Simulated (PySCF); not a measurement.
Isomers of C3H3F3, one conformer each. The calculation used core-valence-separated Tamm–Dancoff BHandHLYP/aug-pcX-1 (pcseg-1 on H) in PySCF, non-relativistic, gas phase, PBE0-D3(BJ)/def2-SVP geometry. No empirical shift is added; at this level the pattern usually sits a few eV under experiment.

P. `F/C=C(\F)CF`
Q. `FCC=C(F)F`
R. `C=C(F)C(F)F`

Main lines, eV (oscillator strength):
1. C K: 285.1 (0.065), 285.3 (0.071), 287.0 (0.050), 287.1 (0.022), 287.2 (0.062); F K: 685.3 (0.030), 686.0 (0.024), 686.0 (0.026), 686.4 (0.011), 686.8 (0.010)
2. C K: 282.6 (0.057), 284.7 (0.064), 286.3 (0.009), 286.7 (0.028), 287.8 (0.008); F K: 685.6 (0.025), 685.7 (0.024), 685.8 (0.010), 686.4 (0.027), 687.7 (0.012)
3. C K: 283.5 (0.050), 286.2 (0.017), 286.8 (0.041), 286.9 (0.084), 287.1 (0.011); F K: 684.8 (0.027), 686.5 (0.005), 686.8 (0.011), 686.8 (0.012), 687.1 (0.019)
Listed: the first five lines at most of each edge with a tenth or more of its strongest line's intensity; roots within 0.03 eV on the same or equivalent atoms are summed. Only the lowest roots were sought, and the top ones are left out.

Which spectrum belongs to which isomer?

1 = P, 2 = R, 3 = Q.
- P: first C line listed at 285.1 eV, hole on the vinylic C–F carbon (1s→π*); first F line listed at 685.3 eV, hole on the alkyl fluorine.
- Q: first C line listed at 283.5 eV, hole on the alkene CH carbon (1s→π*); first F line listed at 684.8 eV, hole on the alkyl fluorine.
- R: first C line listed at 282.6 eV, hole on the terminal =CH2 carbon (1s→π*); first F line listed at 685.6 eV, hole on the fluorine of a CF2 group.

What are the ground-state energies of the isomers at BHandHLYP/aug-pcX-1 (pcseg-1 on H), relative to the lowest?

P 37.2, Q 5.1, R 0.0 kJ/mol (electronic energies on these geometries, no dispersion or zero-point terms).
